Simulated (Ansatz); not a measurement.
The first iterations of a band of HO2Si (4 atoms, charge 0, multiplicity 2).

Method: UKS BLYP-D4/6-31G* in Ansatz 0.2.0.

```yaml
movable_images: 7
climbing_image: yes
spring: 5.0 eV/Å²
optimiser: quadratic models (default)
start_path: through a guess of the saddle point
force_threshold: 0.03 eV/Å
iteration_limit: 60
end_points: relaxed
```

Initial state:

```xyz
4
Properties=species:S:1:pos:R:3
O 1.452 0.541 -0.265
Si -0.005 -0.037 0.017
O -1.248 0.876 -0.384
H -0.199 -1.380 0.632
```

Final state:

```xyz
4
Properties=species:S:1:pos:R:3
O 0.896 -0.315 0.133
Si -0.730 0.081 -0.028
O -1.218 1.432 -0.638
H 1.052 -1.198 0.534
```

| iteration | highest image above the first end (eV) | largest band force component (eV/Å) |
| --- | --- | --- |
| 1 | 2.297 | 7.792 |
| 2 | 1.293 | 3.762 |
| 3 | 0.908 | 1.386 |

Question: Does the band converge within its limit, and where does its top end?

Answer: The run converged. It ended after 9 iterations with the highest image 0.817 eV above the first end. A vibrational analysis at the climbing image gives one clearly imaginary mode, 1211i cm⁻¹: a first-order saddle point.

The run took 3.1 min on 1 thread of Arm Neoverse N1, with other jobs on the host, peak memory 0.12 GiB.
